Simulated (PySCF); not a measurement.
Isomers of C3H6N2. Level of theory: PBE0-D3(BJ)/def2-SVP geometry optimisation, gas phase in PySCF. One conformer each; no zero-point energy, no entropy. No frequencies were run at this level. Point groups hold within 0.08 Å.

Question: Rank from lowest to highest electronic energy at this level (kcal/mol).
A. `[H]/[N:5]=[CH:4]\[CH2:3][N:2]=[CH2:1]` with C1–N2–C3–C4 -135°, N2–C3–C4–N5 -3°
B. `[NH2:1][CH2:2][C@H:3]1[CH:4]=[N:5]1` with H–N1–C2–C3 55° and -61°, N1–C2–C3–C4 -135°

Answer: A (0.0), B (18.8).

As drawn, the higher has a three-membered ring, which the lower lacks.

```json
{"SMILES": "[H]/N=C\\CN=C", "E (Eh)": "-226.94771", "E rel (kcal/mol)": "0.0", "dipole (D)": "3.56", "point group": "C1", "A, B, C (MHz)": "13978, 3273, 2808"}
{"SMILES": "NC[C@H]1C=N1", "E (Eh)": "-226.91773", "E rel (kcal/mol)": "18.8", "dipole (D)": "2.08", "point group": "C1", "A, B, C (MHz)": "15337, 3387, 3090"}
```
